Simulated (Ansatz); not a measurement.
A made-up structure of B₂SiH₅, doublet:

B1  (0.041, 0.464, 0.452)
Si2  (-1.125, 0.792, -1.097)
B3  (1.092, -1.175, 0.724)
H4  (-1.233, -0.206, -2.101)
H5  (-1.862, 1.998, -1.239)
H6  (0.112, 1.286, 1.253)
H7  (1.786, -1.326, 1.684)
H8  (1.034, -2.043, -0.095)
(Å)

It is relaxed with PBE-D4/def2-SVP and then PBE0-D4/def2-TZVP (Ansatz 0.2.0). Atoms count as bonded within 1.22 times the sum of their covalent radii (H–H: 0.88 Å). The end point is not checked to be a true minimum.

(1) Does its bonding change? (A judgement: the text doesn't fix the answer.)

## Answers

(1) The calculation gives: No: no bond forms or breaks.

Where it ends: The first stage lowers the energy by 1.04 eV in 21 steps. It ends as B₂SiH₅ ([BH2][BH][SiH2]):
```xyz
8
angstrom
B 0.2587 0.4011 0.3674
Si -1.1500 0.6353 -0.9240
B 1.0388 -1.0071 0.6378
H -1.6753 -0.4340 -1.8077
H -1.8564 1.9166 -1.1667
H 0.5374 1.3936 0.9840
H 0.6572 -1.8032 1.4524
H 2.0344 -1.3116 0.0386
```

Labels in which every atom is bracketed show which atoms are joined, not bond orders.

For scale, one of the runs: PBE0-D4/def2-TZVP relaxation, 129 basis functions, launched by `ansatz run in.yaml --threads 2 --pin off --events-out ev --progress --plain --max-ram 4352MiB`. Hardware: 2 CPU threads of an Arm Neoverse V2, shared host. Wall time about 20 s.
